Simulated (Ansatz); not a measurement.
System: grey tin (α-Sn). Method: PBE (Ansatz, an electronic-structure program, PAW).

Settings: plane-wave cutoff 520 eV, 20×20×20 k mesh, Fermi–Dirac smearing 0.05 eV, scalar-relativistic PAW data made under PBE.

Computed at the level's own relaxed cell.

Elastic tensor (GPa, Voigt notation, ions relaxed):

```
   55.1    26.1    26.1     0.0     0.0     0.0
   26.1    55.1    26.1     0.0     0.0     0.0
   26.1    26.1    55.1     0.0     0.0     0.0
    0.0     0.0     0.0    25.8     0.0     0.0
    0.0     0.0     0.0     0.0    25.8     0.0
    0.0     0.0     0.0     0.0     0.0    25.8
```

Worked from these constants: the tetragonal shear constant is C′ = (C11 − C12)/2 = 14.5 GPa against C44 = 25.8 GPa, so the tetragonal shear is the softer. The Zener ratio C44/C′ is 1.78 (1 for an isotropic solid), and the Cauchy pressure C12 − C44 is 0.3 GPa. With C11 + 2C12 = 107.3 GPa all three Born conditions hold; they don't test modes at the zone boundary.

Measured, for comparison: elastic constant C11 69 GPa, elastic constant C12 29.3 GPa, elastic constant C44 36.2 GPa (low temperature, zero-point motion not removed; as tabulated in Tanner et al. (2021), arXiv:2110.11888). Computed (rounded) less measured: elastic constant C11 -20 %, elastic constant C12 -11 %, elastic constant C44 -29 %.

Note: the solid has no gap at this level, which affects its response.

Static lattice: no zero-point or thermal effects.
